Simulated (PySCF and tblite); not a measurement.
Results of a calculation; reference values are marked as such.
C₄H₃FO, numbered as in [O:1]=[C:2]=[CH:3]/[CH:4]=[CH:5]/[F:6].

Free energies: B3LYP-D3(BJ)/def2-TZVP on GFN2-xTB structures plus GFN2-xTB thermal terms, symmetry and mirror images included. Conformers within 2.5 kcal/mol (GFN2-xTB free energy) were kept, 3 at most. GIAO shieldings: PBE0/pcSseg-1. Shifts are against TMS (¹H), TMS (¹³C), CFCl3 (¹⁹F) at the same level. Programs: PySCF with density fitting and tblite.

Torsions listed: C2–C3–C4–C5.

| conformer | shape | symmetry | E(GFN2) kcal/mol | E(DFT) kcal/mol |
| --- | --- | --- | --- | --- |
| 1 | 180° | Cs | 0.00 | 0.00 |
| 2 | 0° | Cs | 0.90 | 1.97 |

Question: How much do the weights at 298.15 K and the averaged shift of C5 depend on how the conformers are weighted?

Answer: 
```csv
weighting,1 (%),2 (%),δ (ppm),rms dipole (D)
"DFT energy with thermal terms, symmetry and mirror images (full scheme)",96,4,152.9,1.43
DFT energy with symmetry and mirror images,97,3,152.8,1.43
bare DFT energy,97,3,152.8,1.43
GFN2-xTB energy with symmetry and mirror images,82,18,154.1,1.44
GFN2-xTB free energy,79,21,154.4,1.44
leading conformer alone,100,0,152.5,1.42
equal weights,50,50,157.0,1.47
```

The largest departure from the full scheme, 4.2 ppm, comes with: equal weights.
